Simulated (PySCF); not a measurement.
One molecule, many functionals

Compound: cyclohexane, C6H12.
Z-matrix (Å and degrees, PBE0-D3(BJ)/def2-SVP geometry), rows numbered from 1:
```
C 
C   1  1.5258
C   2  1.5259  1  111.57
C   3  1.5258  2  111.58  1   -54.46
C   4  1.5258  3  111.56  2    54.45
C   1  1.5258  2  111.56  3    54.44
H   1  1.1054  2  109.10  3   -66.17
H   1  1.1021  2  110.34  3   177.47
H   2  1.1021  1  110.34  3   123.03
H   2  1.1054  1  109.10  3  -120.62
H   3  1.1054  2  109.09  1    66.14
H   3  1.1021  2  110.34  1  -177.51
H   4  1.1021  3  110.34  2   177.48
H   4  1.1054  3  109.11  2   -66.16
H   5  1.1021  4  110.34  3  -177.47
H   5  1.1054  4  109.10  3    66.18
H   6  1.1054  1  109.08  2    66.15
H   6  1.1021  1  110.35  2  -177.49
```

Linear-response calculations in the def2-SVPD basis (PySCF; singlets by full response, triplets Tamm–Dancoff, core orbitals frozen in the response; HF means time-dependent Hartree–Fock). 'Strongest' is the level of largest summed f among the singlets computed (10 roots, of which the last may lack a degenerate partner); it can jump between rows when another state enters that window. S1 is the lowest singlet of each run and needn't be the same state throughout; f(S1) is that of one state. The structure is a single PBE0-D3(BJ)/def2-SVP conformer in the gas phase; no vibrational or solvent corrections.

```tsv
functional	kind	S1 (eV)	f(S1)	strongest (eV)	T1 (eV)	HOMO (eV)	gap (eV)	ionisation energy, ΔSCF (eV)
LDA	LDA	7.17	0.000	7.99	7.05	-7.09	7.12	10.06
PBE	GGA	7.18	0.000	8.09	7.03	-7.03	7.13	9.86
B3LYP	global hybrid, 20% exact exchange	7.80	0.000	8.49	7.64	-8.18	8.68	10.27
PBE0	global hybrid, 25% exact exchange	8.05	0.000	8.74	7.85	-8.36	9.16	10.28
BHandHLYP	global hybrid, 50% exact exchange	8.65	0.000	9.31	8.42	-9.66	10.95	11.15
CAM-B3LYP	range-separated hybrid	8.36	0.000	9.00	8.14	-9.77	11.21	10.55
wB97X-D	range-separated hybrid	8.66	0.000	9.28	8.49	-10.24	12.70	10.47
LC-wPBE	range-separated hybrid	9.13	0.000	9.89	8.81	-11.08	13.63	10.80
HF	Hartree–Fock	9.80	0.000	10.59	9.26	-11.65	14.49	not settled
```

S1 runs from 7.17 eV (LDA) to 9.80 eV (HF), a spread of 2.62 eV, while the orbital gap spreads over 7.4 eV. Along PBE (0%), B3LYP (20%), PBE0 (25%), BHandHLYP (50%), HF (100%) S1 rises with the share of exact exchange. −ε(HOMO) comes closest to its own ΔSCF ionisation energy with wB97X-D (-0.23 eV) and misses most with LDA (-2.97 eV). 'Not settled' means that the ion's SCF failed to converge or may have ended in another state than the lowest.
